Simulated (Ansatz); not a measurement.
**How methods differ on BNH2 (SMILES B[N])**

BNH2: 4 atoms, total charge 0, spin state triplet. As SMILES, `B[N]`. The coordinates come from a GFN2-xTB relaxation.

Quantity: the electronic atomisation energy, in eV. The values are calculated. Electronic energies at fixed atoms, without zero-point motion or spin-orbit coupling.

```json
{"level": "UHF/STO-3G", "kind": "Hartree–Fock", "program": "Ansatz", "value (eV)": "10.50", "less FCI/STO-3G": "-0.76"}
{"level": "UBLYP/STO-3G", "kind": "GGA", "program": "Ansatz", "value (eV)": "14.17", "less FCI/STO-3G": "+2.91"}
{"level": "U-r2SCAN/STO-3G", "kind": "meta-GGA", "program": "Ansatz", "value (eV)": "13.98", "less FCI/STO-3G": "+2.72"}
{"level": "U-r2SCAN0/STO-3G", "kind": "hybrid meta-GGA", "program": "Ansatz", "value (eV)": "13.68", "less FCI/STO-3G": "+2.42"}
{"level": "UHSE06/STO-3G", "kind": "range-separated hybrid", "program": "Ansatz", "value (eV)": "14.01", "less FCI/STO-3G": "+2.75"}
{"level": "UB2PLYP/STO-3G", "kind": "double hybrid", "program": "Ansatz", "value (eV)": "13.09", "less FCI/STO-3G": "+1.83"}
{"level": "RPA@PBE/STO-3G", "kind": "RPA", "program": "Ansatz", "value (eV)": "11.06", "less FCI/STO-3G": "-0.20"}
{"level": "UCCSD/STO-3G", "kind": "coupled cluster or CI", "program": "Ansatz", "value (eV)": "11.22", "less FCI/STO-3G": "-0.04"}
{"level": "UCCSDT(Q)/STO-3G", "kind": "coupled cluster or CI", "program": "Ansatz", "value (eV)": "11.26", "less FCI/STO-3G": "0.00"}
{"level": "FCI/STO-3G", "kind": "exact in the basis", "program": "Ansatz", "value (eV)": "11.26", "less FCI/STO-3G": "0.00"}
```

FCI/STO-3G is exact within its basis and frozen core, so for wave-function methods in that basis the difference is their error; functionals converge differently with the basis, so for them it is only a difference. The values span 10.50 to 14.17 eV. All rows use very small basis sets, so none should be taken for the real molecule's value.
